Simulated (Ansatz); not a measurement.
# CH4AlN: the cost of one run

Program: Ansatz 0.2.0. Level of theory: RKS PBE-D4/def2-SVP. These are calculated values, not measurements.

### 1 The structure to begin with

Bond lengths: C1–N2 1.216 Å, N2–Al3 1.878 Å, C1–H4 1.046 Å, C1–H5 1.126 Å, Al3–H6 1.612 Å, Al3–H7 1.650 Å. Angles: C1–N2–Al3 122.3°, N2–C1–H4 122.1°, N2–C1–H5 123.4°, H4–C1–H5 114.5°, N2–Al3–H6 121.8°, N2–Al3–H7 120.5°, H6–Al3–H7 117.8°.

As a file:

```xyz
7

C    -1.2071   -0.2632   -0.6687
N    -0.2008   -0.8332   -0.2915
Al    1.1808    0.0620    0.6125
H    -1.9585   -0.7575   -1.2030
H    -1.3891    0.8376   -0.5188
H     1.1022    1.6394    0.9330
H     2.5336   -0.7532    1.0908
```

### 2 Relaxing the start

input.yaml

```yaml
crystal:
  periodic: [false, false, false]
  atoms:
    - { symbol: C, position_ang: [-1.2071, -0.2632, -0.6687] }
    - { symbol: "N", position_ang: [-0.2008, -0.8332, -0.2915] }
    - { symbol: Al, position_ang: [1.1808, 0.062, 0.6125] }
    - { symbol: H, position_ang: [-1.9585, -0.7575, -1.203] }
    - { symbol: H, position_ang: [-1.3891, 0.8376, -0.5188] }
    - { symbol: H, position_ang: [1.1022, 1.6394, 0.933] }
    - { symbol: H, position_ang: [2.5336, -0.7532, 1.0908] }
basis:
  gaussian: { orbitals: def2-SVP }
hamiltonian:
  xc: pbe
  dispersion: d4
relax:
  f_tol: 0.02
  max_steps: 40
output:
  orbitals: {}
```

Started as:

```console
> ansatz run input.yaml --threads 1 --pin off --max-ram 2048MiB --backend cpu --events-out ev --progress --plain --runs-dir out
```

Q: Estimate wall time and peak memory on 1 thread of Arm Neoverse V1, shared host.

About 24 s, with a peak of 0.13 GiB.
